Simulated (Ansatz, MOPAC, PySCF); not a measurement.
Noncovalent pair: NH3 (SMILES N) (first 4 atoms) with NH3 (SMILES N); geometry from S22 set.
(charge 0, multiplicity 1):
```xyz
8

N     -1.579    -0.047     0.000
H     -2.159     0.136    -0.810
H     -2.159     0.136     0.810
H     -0.849     0.658     0.000
N      1.579     0.047     0.000
H      2.159    -0.136    -0.810
H      0.849    -0.658     0.000
H      2.159    -0.136     0.810
```

Interaction energies are E(AB) − E(A) − E(B) at the monomers' geometry in the complex; basis-set methods are counterpoise corrected. Rows marked so take none.

Rows in 6-31G*, STO-3G carry no dispersion term and start afresh at each structure (6-31G* with six Cartesian d functions). MP2/6-31G* freezes PySCF's default core. The state that PM6 reach isn't checked.

The values were computed with Ansatz (Gaussian basis) for Hartree–Fock, density functionals and correlated methods; MOPAC for PM6 (differences of heats of formation); PySCF for 6-31G* rows, STO-3G rows, the dispersion terms. Each number belongs to the level named beside it.

| level | interaction energy (kcal/mol) |
|---|---|
| PM6 | -2.31 |
| HF/STO-3G (no counterpoise) | -1.58 |
| HF/6-31G* (no counterpoise) | -3.13 |
| SVWN5/def2-TZVPPD | -5.06 |
| BP86/6-31G* (no counterpoise) | -4.30 |
| B3LYP-D3(BJ)/def2-TZVPPD | -3.06 |
| PBE0-D3(BJ)/def2-TZVPPD | [?] |
| wB97M-V/def2-TZVPPD | -3.04 |
| MP2/6-31G* | [?] |

**Question.** What belongs in the gaps?

**Answer.** 
- PBE0-D3(BJ)/def2-TZVPPD, interaction energy (kcal/mol): -3.25
- MP2/6-31G*, interaction energy (kcal/mol): -2.72

Ansatz is a program for electronic structure.
